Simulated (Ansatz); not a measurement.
C3H2O (`C#CC=O`). Total charge 0; spin multiplicity 1.

| atom | x (Å) | y (Å) | z (Å) |
| --- | --- | --- | --- |
| C1 | 0.251 | 0.859 | 1.244 |
| C2 | 0.070 | 0.206 | 0.252 |
| C3 | -0.180 | -0.622 | -0.904 |
| O4 | 0.218 | -0.367 | -2.010 |
| H5 | 0.421 | 1.452 | 2.113 |
| H6 | -0.779 | -1.528 | -0.696 |

(1) List the harmonic frequencies (cm⁻¹, unscaled) at PBE0-D4/def2-TZVP in Ansatz. (Estimate.)

(2) Is this a minimum?

(3) Give the ideal-gas thermochemistry at 298.15 K and 1 bar (rigid rotor, harmonic oscillator; point group Cs, symmetry number 1).

Answers

(1) The calculation gave: 218, 278, 639, 694, 752, 967, 1017, 1412, 1794, 2218, 2961, 3473.

(2) Yes, all 12 modes are real.

(3) Zero-point energy 98.2 kJ/mol; H(298) − E = 111.9 kJ/mol; entropy 273.9 J/(mol·K), of which translation 158.6, rotation 95.7, vibration 19.6; G(298) − E = 30.2 kJ/mol.
